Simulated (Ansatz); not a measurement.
# SiPH (singlet): from Hartree-Fock to the top rungs at distance Si1–P2 = 1.751 Å, 6-31G

Aim: climb from Hartree-Fock through coupled cluster and multireference methods for SiPH (singlet) at one geometry and basis, and see what each rung misses.

Program: Ansatz 0.2.0, Gaussian basis. Level of theory: 6-31G, core rule «outside noble gas», up to 10 orbitals frozen. These are calculated values, not measurements.

The runs, in order: UHF; CCSD(T) on RHF; CCSD(T) on UHF; BCCD(T) on RHF; CISD; CCSDT(Q) on RHF; CCSDT(Q) on UHF; CISDTQ; CCSDTQ on RHF; CASSCF and MRCISD+Q, 2 electrons in 2 orbitals; CASSCF and NEVPT2, 2 electrons in 2 orbitals; CASSCF and MRCISD+Q, 10 electrons in 9 orbitals; CASSCF and NEVPT2, 10 electrons in 9 orbitals; Full CI.

19 further runs of the same task are left out: 1 for a known fault of the program, 15 that didn't finish, 3 set aside as unsound or not needed.

**1. What is computed**

The geometry derives from a PBE0/def2-TZVP stationary point (not a proven minimum). One bond is set to the value named and the two fragments are kept rigid.

3 atoms, charge 0, spin multiplicity 1.

Atoms are counted from 1 here; the program's logs count them from 0.

Bond lengths: Si1–P2 1.751 Å, Si1–H3 1.483 Å. Angles: P2–Si1–H3 180.0°.

Coordinates:

```mol
HPSi
  3D, bonds by distance, orders not assigned

  3  2  0  0  0  0  0  0  0  0999 V2000
    0.0000    0.0000    0.0893 Si  0  0
    0.0000    0.0000   -1.6617 P   0  0
    0.0000    0.0000    1.5723 H   0  0
  1  2  8  0
  1  3  8  0
M  END
```

**2. UHF**

The input, in.yaml:

```yaml
crystal:
  periodic: [false, false, false]
  atoms:
    - {symbol: Si, position_ang: [0.000000, 0.000000, 0.089333]}
    - {symbol: P, position_ang: [0.000000, 0.000000, -1.661667]}
    - {symbol: H, position_ang: [0.000000, 0.000000, 1.572333]}
basis:
  gaussian: {orbitals: 6-31G}
magnetization: {spin_polarized: true, initial_magnetization: 0}
hamiltonian: {xc: hf}
output: {orbitals: {seedname: orbitals}}
```

Launch:

```console
$ ansatz run in.yaml --threads 1 --pin off --events-out ev --progress --plain --max-ram 2393MiB
```

The runs that follow: CCSD(T) on RHF; CCSD(T) on UHF; BCCD(T) on RHF; CISD; CCSDT(Q) on RHF; CCSDT(Q) on UHF; CISDTQ; CCSDTQ on RHF; CASSCF and MRCISD+Q, 2 electrons in 2 orbitals; CASSCF and NEVPT2, 2 electrons in 2 orbitals; CASSCF and MRCISD+Q, 10 electrons in 9 orbitals; CASSCF and NEVPT2, 10 electrons in 9 orbitals; Full CI.

Q: Predict the results of all the runs planned. Wanted: FCI below the RHF energy; RMP2 from FCI; RCCSD from FCI; RCCSD(T) from FCI; RCCSDT(Q) from FCI; NEVPT2 pair from FCI; MRCISD+Q pair from FCI; NEVPT2 valence from FCI; T1 diagnostic.

As calculated:

| quantity | value |
| --- | --- |
| FCI below the RHF energy | -3.6982 eV |
| RMP2 from FCI | +517.9 meV |
| RCCSD from FCI | +136.2 meV |
| RCCSD(T) from FCI | +38.3 meV |
| RCCSDT(Q) from FCI | +0.8 meV |
| NEVPT2 pair from FCI | +504.9 meV |
| MRCISD+Q pair from FCI | +56.2 meV |
| NEVPT2 valence from FCI | +263.8 meV |
| levels within 1 kcal/mol (43 meV) | RCCSD(T), BCCD(T), RCCSDT, CISDTQ, RCCSDT(Q), RCCSDTQ, MRCISD valence, MRCISD+Q valence |
| T1 diagnostic | 0.015 |
| effectively unpaired electrons | 0.13 |

**Reading.** RCCSD(T) misses by +38.3 meV, 1.0 % of the correlation energy. One determinant dominates. Of the multireference levels listed MRCISD+Q valence comes nearest in total energy (+6.6 meV), which doesn't show that its space is the better one. These misses are within one basis, not against nature.
